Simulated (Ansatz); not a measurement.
# CH₄O (triplet): from Hartree-Fock to the top rungs at distance C1–H5 along a hydrogen transfer = 1.126 Å, cc-pVDZ

The task here is to estimate one member of a computed series from the others.

Method: cc-pVDZ, core rule «outside noble gas», up to 2 orbitals frozen; program: Ansatz 0.2.0, Gaussian basis.

The runs, in order: UHF; CCSD(T) on ROHF; CCSD(T) on UHF; BCCD(T) on ROHF; CISD; CCSDT(Q) on ROHF; CCSDT(Q) on UHF; CASSCF and MRCISD+Q, 4 electrons in 4 orbitals; CASSCF and NEVPT2, 4 electrons in 4 orbitals.

7 further runs of the same task are left out: 1 for a mislabelled method, 5 that didn't finish, 1 set aside as unsound or not needed.

## What is computed

The geometry derives from fragments relaxed apart (PBE0/def2-TZVP) and kept rigid, so it is no stationary point. A hydrogen atom is moved between rigid fragments.

6 atoms, charge 0, spin multiplicity 3.

Atoms are counted from 1 here; the program's logs count them from 0.

Bond lengths: C1–H2 1.090 Å, C1–H3 1.090 Å, C1–H4 1.090 Å, C1–H5 1.126 Å, H5–O6 1.207 Å. Angles: H2–C1–H3 109.5°, H2–C1–H4 109.5°, H2–C1–H5 109.5°, H3–C1–H4 109.5°, H3–C1–H5 109.5°, H4–C1–H5 109.5°, C1–H5–O6 180.0°.

The first run:

File in.yaml:

```yaml
crystal:
  periodic: [false, false, false]
  atoms:
    - {symbol: C, position_ang: [-1.166077, 0.000000, 0.000000]}
    - {symbol: H, position_ang: [-1.529283, 1.027301, 0.000000]}
    - {symbol: H, position_ang: [-1.529283, -0.513650, 0.889668]}
    - {symbol: H, position_ang: [-1.529283, -0.513650, -0.889669]}
    - {symbol: H, position_ang: [-0.040077, 0.000000, 0.000000]}
    - {symbol: O, position_ang: [1.166923, 0.000000, 0.000000]}
basis:
  gaussian: {orbitals: cc-pVDZ}
magnetization: {spin_polarized: true, initial_magnetization: 2}
hamiltonian: {xc: hf}
output: {orbitals: {seedname: orbitals}}
```

Launch:

```sh
$ ansatz run in.yaml --threads 1 --pin off --events-out ev --progress --plain --max-ram 2393MiB
```

Steps of the session up to this table: UHF; CCSD(T) on ROHF; CCSD(T) on UHF; BCCD(T) on ROHF; CISD; CCSDT(Q) on ROHF; CCSDT(Q) on UHF; CASSCF and MRCISD+Q, 4 electrons in 4 orbitals; CASSCF and NEVPT2, 4 electrons in 4 orbitals.

One of the session's tables, all rows but one given; the rest of the session is left out.

```
       method  from UCCSDT(Q) (kJ/mol)
         ROHF                   +896.0
          UHF                   +865.5
         RMP2                   +119.3
         UMP2                   +120.2
         CISD                    +88.0
        RCCSD                    +20.0
        UCCSD                    +19.2
     RCCSD(T)                     +2.9
     UCCSD(T)                     +2.8
      BCCD(T)                     +3.0
       RCCSDT                        ?
       UCCSDT                     +1.0
    RCCSDT(Q)                     +0.1
    UCCSDT(Q)                        0
  CASSCF pair                   +835.5
  NEVPT2 pair                   +115.0
  MRCISD pair                    +77.5
MRCISD+Q pair                     +9.9
```

Q: Estimate the row for RCCSDT from the others.

The run gave: from UCCSDT(Q) (kJ/mol): +1.2. In the column «from UCCSDT(Q) (kJ/mol)» it lies between UCCSDT (+1.0) and UCCSD(T) (+2.8).

Limits of these values: Restricted and unrestricted rows rest on different reference determinants; where their highest levels disagree by more than a few hundredths of an eV, they describe different states and don't form one ladder.
